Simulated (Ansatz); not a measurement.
## SiH2SO (SMILES O[Si]S): methods side by side

SiH2SO: 5 atoms, total charge 0, spin state singlet. As SMILES, `O[Si]S`. Geometry: relaxed at PBE0-D4/def2-TZVP. This is one conformer, not always the lowest.

```xyz
5

O    -1.1947   -0.6589   -0.3258
Si   -0.9568    0.9513   -0.0795
S     1.1677    1.1186    0.3603
H    -0.4894   -1.3081   -0.2672
H     1.5230   -0.1765    0.2707
```

Quantity: the energy change with the Si2–S3 bond stretched from 2.176 to 4.352 Å, in eV. The values are calculated.

```json
{"level": "HF/STO-3G (restricted)", "kind": "Hartree–Fock", "program": "Ansatz", "value (eV)": "7.01", "less FCI/STO-3G": "+3.21", "CPU time (all runs)": "0.29 s"}
{"level": "PBE/STO-3G (restricted)", "kind": "GGA", "program": "Ansatz", "value (eV)": "4.82", "less FCI/STO-3G": "+1.02", "CPU time (all runs)": "3.5 s"}
{"level": "revPBE/STO-3G (restricted)", "kind": "GGA", "program": "Ansatz", "value (eV)": "4.66", "less FCI/STO-3G": "+0.86", "CPU time (all runs)": "3.6 s"}
{"level": "wB97X/STO-3G (restricted)", "kind": "range-separated hybrid", "program": "Ansatz", "value (eV)": "6.33", "less FCI/STO-3G": "+2.53", "CPU time (all runs)": "11 s"}
{"level": "B2PLYP/STO-3G (restricted)", "kind": "double hybrid", "program": "Ansatz", "value (eV)": "4.70", "less FCI/STO-3G": "+0.90", "CPU time (all runs)": "3.9 s"}
{"level": "MP2/STO-3G (restricted)", "kind": "perturbation theory", "program": "Ansatz", "value (eV)": "4.91", "less FCI/STO-3G": "+1.11", "CPU time (all runs)": "0.39 s"}
{"level": "CCSD(T)/STO-3G (restricted)", "kind": "coupled cluster or CI", "program": "Ansatz", "value (eV)": "3.39", "less FCI/STO-3G": "-0.41", "CPU time (all runs)": "0.47 s"}
{"level": "CCSDT(Q)/STO-3G (restricted)", "kind": "coupled cluster or CI", "program": "Ansatz", "value (eV)": "3.84", "less FCI/STO-3G": "+0.04", "CPU time (all runs)": "1.1 s"}
{"level": "FCI/STO-3G", "kind": "exact in the basis", "program": "Ansatz", "value (eV)": "3.80", "less FCI/STO-3G": "0.00", "CPU time (all runs)": "58 s"}
```

FCI/STO-3G is exact within its basis and frozen core, so for wave-function methods in that basis the difference is their error; functionals converge differently with the basis, so for them it is only a difference. Spin-restricted single references rise too steeply as a bond breaks, Hartree–Fock most of all. Perturbation and coupled-cluster corrections on them can overshoot downwards. The first shape isn't each level's own minimum. The values span 3.39 to 7.01 eV. All rows use very small basis sets, so even the best lies far from the true value. CPU times are rough (shared hosts, several kinds of processor): they show what a rung costs within a factor of a few.
